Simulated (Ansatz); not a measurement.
# AlSiH2 (quartet): from Hartree-Fock to the top rungs at distance Si1–Al2 = 8.300 Å, cc-pVDZ

Aim: climb from Hartree-Fock through coupled cluster and multireference methods for AlSiH2 (quartet) at one geometry and basis, and see what each rung misses.

Computed with Ansatz 0.2.0, Gaussian basis. Level: cc-pVDZ, core rule «outside noble gas», up to 10 orbitals frozen.

The runs, in order: UHF; CCSD(T) on ROHF; CCSD(T) on UHF; BCCD(T) on ROHF; CISD; CCSDT(Q) on ROHF; CCSDT(Q) on UHF; CASSCF and MRCISD+Q, 5 electrons in 5 orbitals; CASSCF and NEVPT2, 5 electrons in 5 orbitals; CASSCF and MRCISD+Q, 9 electrons in 10 orbitals; CASSCF and NEVPT2, 9 electrons in 10 orbitals.

36 further runs of the same task are left out: 14 for a known fault of the program, 14 that didn't finish, 8 set aside as unsound or not needed.

## (1) What is computed

The geometry derives from a PBE0/def2-TZVP stationary point (not a proven minimum). One bond is set to the value named and the two fragments are kept rigid.

4 atoms, charge 0, spin multiplicity 4.

Atoms are counted from 1 here; the program's logs count them from 0.

Bond lengths: Al2–H3 1.583 Å, Al2–H4 1.583 Å. Angles: H3–Al2–H4 125.2°.

## (2) UHF

File in.yaml:

```yaml
crystal:
  periodic: [false, false, false]
  atoms:
    - {symbol: Si, position_ang: [0.000000, 0.000000, 6.589325]}
    - {symbol: Al, position_ang: [0.000000, 0.000000, -1.710675]}
    - {symbol: H, position_ang: [0.000000, 1.405470, -2.439325]}
    - {symbol: H, position_ang: [0.000000, -1.405470, -2.439325]}
basis:
  gaussian: {orbitals: cc-pVDZ}
magnetization: {spin_polarized: true, initial_magnetization: 3}
hamiltonian: {xc: hf}
output: {orbitals: {seedname: orbitals}}
```

Launch:

```bash
$ ansatz run in.yaml --threads 1 --pin off --events-out ev --progress --plain --max-ram 2393MiB
```

After this run come: CCSD(T) on ROHF; CCSD(T) on UHF; BCCD(T) on ROHF; CISD; CCSDT(Q) on ROHF; CCSDT(Q) on UHF; CASSCF and MRCISD+Q, 5 electrons in 5 orbitals; CASSCF and NEVPT2, 5 electrons in 5 orbitals; CASSCF and MRCISD+Q, 9 electrons in 10 orbitals; CASSCF and NEVPT2, 9 electrons in 10 orbitals.

Before running them: what should the planned runs give, taken together? Wanted: UCCSDT(Q) below the RHF energy; RMP2 from UCCSDT(Q); UMP2 from UCCSDT(Q); RCCSD from UCCSDT(Q); RCCSD(T) from UCCSDT(Q); UCCSD(T) from UCCSDT(Q); RCCSDT(Q) from UCCSDT(Q); MRCISD+Q pair from UCCSDT(Q); NEVPT2 valence from UCCSDT(Q).

As calculated:

```
                         quantity                                                                     value
   UCCSDT(Q) below the RHF energy                                                                -3.9894 eV
              RMP2 from UCCSDT(Q)                                                               +1137.6 meV
              UMP2 from UCCSDT(Q)                                                               +1125.5 meV
             RCCSD from UCCSDT(Q)                                                                 +84.7 meV
          RCCSD(T) from UCCSDT(Q)                                                                 +25.3 meV
          UCCSD(T) from UCCSDT(Q)                                                                 +24.3 meV
         RCCSDT(Q) from UCCSDT(Q)                                                                  +0.4 meV
     MRCISD+Q pair from UCCSDT(Q)                                                                 -51.2 meV
    NEVPT2 valence from UCCSDT(Q)                                                                +856.7 meV
  MRCISD+Q valence from UCCSDT(Q)                                                                 -20.3 meV
levels within 1 kcal/mol (43 meV)  RCCSD(T), UCCSD(T), BCCD(T), RCCSDT, UCCSDT, RCCSDT(Q), MRCISD+Q valence
                    T1 diagnostic                                                                     0.020
   effectively unpaired electrons                                                                      3.02
```

**Reading.** RCCSD(T) misses by +25.3 meV, 0.6 % of the correlation energy. One determinant dominates. Of the multireference levels listed MRCISD+Q valence comes nearest in total energy (-20.3 meV), which doesn't show that its space is the better one. These misses are within one basis, not against nature; the frozen cores of restricted and unrestricted runs differ, which can shift their rows.
